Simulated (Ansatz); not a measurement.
# An input for quartet Si3H7

The species is Si3H7 (10 atoms), meant as a quartet with charge 0. SMILES of the parent species: `[SiH3][SiH][SiH3]`. The shape is that of a PBE0-D4/def2-TZVP optimisation. That shape belongs to the parent species and isn't relaxed for this state.

```tsv
atom	x (Å)	y (Å)	z (Å)
Si	-1.3269	0.8549	-1.2092
Si	0.7194	-0.1316	-0.7196
Si	1.0004	-1.0033	1.4161
H	-2.4119	-0.0652	-0.7771
H	-1.4437	1.0898	-2.6730
H	-1.5055	2.1579	-0.5089
H	1.8858	0.6722	-1.1846
H	-0.1781	-1.8495	1.7413
H	1.1150	0.0641	2.4493
H	2.2285	-1.8403	1.4688
```

Settings wanted:

```json
{"basis set": "cc-pVDZ", "core potential": "none", "integral approximation": "none", "task": "energy", "method": "MP2", "reference": "UHF", "accuracy": "high", "frozen core orbitals": "15", "start density": "atoms"}
```

Question: Give an Ansatz 0.2.0 job that does this.

Answer: One that was run (others would do as well):

in.yaml:
```yaml
basis:
  gaussian:
    orbitals: cc-pVDZ
crystal:
  periodic: [false, false, false]
  atoms:
    - symbol: Si
      position_ang: [-1.326900, 0.854900, -1.209200]
    - symbol: Si
      position_ang: [0.719400, -0.131600, -0.719600]
    - symbol: Si
      position_ang: [1.000400, -1.003300, 1.416100]
    - symbol: H
      position_ang: [-2.411900, -0.065200, -0.777100]
    - symbol: H
      position_ang: [-1.443700, 1.089800, -2.673000]
    - symbol: H
      position_ang: [-1.505500, 2.157900, -0.508900]
    - symbol: H
      position_ang: [1.885800, 0.672200, -1.184600]
    - symbol: H
      position_ang: [-0.178100, -1.849500, 1.741300]
    - symbol: H
      position_ang: [1.115000, 0.064100, 2.449300]
    - symbol: H
      position_ang: [2.228500, -1.840300, 1.468800]
magnetization:
  spin_polarized: true
  initial_magnetization: 3
correlation:
  method: mp2
  frozen_orbitals: {H: 0, Si: 5}
accuracy: high
```

```bash
$ ansatz run in.yaml --threads 1 --pin off --max-ram 3480MiB --events-out events.jsonl --progress --plain --runs-dir runs
```

Calculated total energy: -870.88645 Eh. Without diffuse functions the anion is poorly described.
